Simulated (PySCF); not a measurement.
# H2Mg (magnesium dihydride): the cost of one run

Computed with PySCF 2.14.0, with density-fitted response routines of our own, on a single molecule in the gas phase. Atoms are numbered from 0 throughout.

## (1) The molecule as given

3 atoms, charge 0, multiplicity 1; geometry from: GFN2-xTB. The atoms were then displaced at random by about 0.03 Å, so the start is not that level's minimum.

Bonds of the start (Å): Mg0–H1 1.71, Mg0–H2 1.51.

## (2) Optimising the geometry at PBE0-D3(BJ)/def2-SVP

Job settings and geometry (Å):

```
{"job": {"xc": "PBE0", "basis": "def2-SVP", "d3": "d3bj", "grid": 1, "shake": 0.03, "kind": "geom"}, "charge": 0, "multiplicity": 1}
Mg     0.069320    -0.079290     0.004120
H     -1.638280    -0.007430    -0.026790
H      1.575520    -0.015570    -0.022330
```

The run is started by

```
$ OMP_NUM_THREADS=1 python probes_run.py task.json out
```

This one command runs all jobs of the session in turn.

Q: Estimate the wall time and peak memory of this first job on 1 thread of Arm Neoverse V2, shared host.

About 1.1 s, with a peak of 0.22 GiB.
